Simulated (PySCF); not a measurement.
Species: cyclopropenethione, C3H2S.
Bonds: S1–C2 (double), C2–C3, C3–C4 (double), C2–C4. Hydrogens: H5 on C3; H6 on C4.

The same species was optimised twice, with GFN2-xTB and with PBE0-D3(BJ)/def2-SVP (PySCF), and the same property calculations (PySCF, gas phase) were run on both structures.

```
  coordinate  GFN2-xTB  PBE0-D3(BJ)/def2-SVP  change
   C3–H5 (Å)     1.065                 1.090  +0.025
   C4–H6 (Å)     1.065                 1.090  +0.025
   S1=C2 (Å)     1.599                 1.617  +0.018
   C2–C4 (Å)     1.434                 1.425  -0.009
   C2–C3 (Å)     1.434                 1.425  -0.009
   C3–C4 (Å)     1.340                 1.334  -0.006
C3–C2–C4 (°)      55.7                  55.8    +0.1
C4–C3–H5 (°)     147.6                 147.7    +0.1
C2–C3–C4 (°)      62.2                  62.1    -0.1
C3–C4–H6 (°)     147.6                 147.7    +0.1
S1–C2–C3 (°)     152.2                 152.1    -0.1
S1–C2–C4 (°)     152.2                 152.1    -0.1
C2–C4–C3 (°)      62.1                  62.1     0.0
C2–C4–H6 (°)     150.2                 150.2     0.0
```

Rotational constants: A = 32123, B = 4109, C = 3643 MHz (GFN2-xTB) against A = 32051, B = 4077, C = 3617 MHz (PBE0-D3(BJ)/def2-SVP). Point groups within 0.08 Å: C2v and C2v.

On the GFN2-xTB structure: HOMO (eV) -6.01 [PBE0/pcSseg-1]; LUMO (eV) -1.38 [PBE0/pcSseg-1]; dipole (D) 4.45 [PBE0/pcSseg-1]; GIAO shielding of S1 (ppm) 292.6 [PBE0/pcSseg-1]; GIAO shielding of C2 (ppm) 5.4 [PBE0/pcSseg-1]; GIAO shielding of C3/C4 (mean) (ppm) 13.6 [PBE0/pcSseg-1].

Q: What do these properties become on the PBE0-D3(BJ)/def2-SVP structure?

A: 
```tsv
property	level	on GFN2-xTB	on PBE0-D3(BJ)/def2-SVP	change
HOMO (eV)	PBE0/pcSseg-1	-6.01	-6.00	+0.01
LUMO (eV)	PBE0/pcSseg-1	-1.38	-1.38	0.00
dipole (D)	PBE0/pcSseg-1	4.45	4.60	+0.15
energy, GFN2-xTB geometry as zero (kcal/mol)	PBE0/pcSseg-1	0.0	-0.7	-0.7
GIAO shielding of S1 (ppm)	PBE0/pcSseg-1	292.6	289.0	-3.6
GIAO shielding of C2 (ppm)	PBE0/pcSseg-1	5.4	3.1	-2.3
GIAO shielding of C3/C4 (mean) (ppm)	PBE0/pcSseg-1	13.6	14.6	+1.0
```

The heavy atoms differ by 0.007 Å rms after alignment. Among all bonds C3–H5 and C4–H6 change most and about equally (+0.025 Å). Changes are differences of the printed values. Neither structure is proved a minimum here.
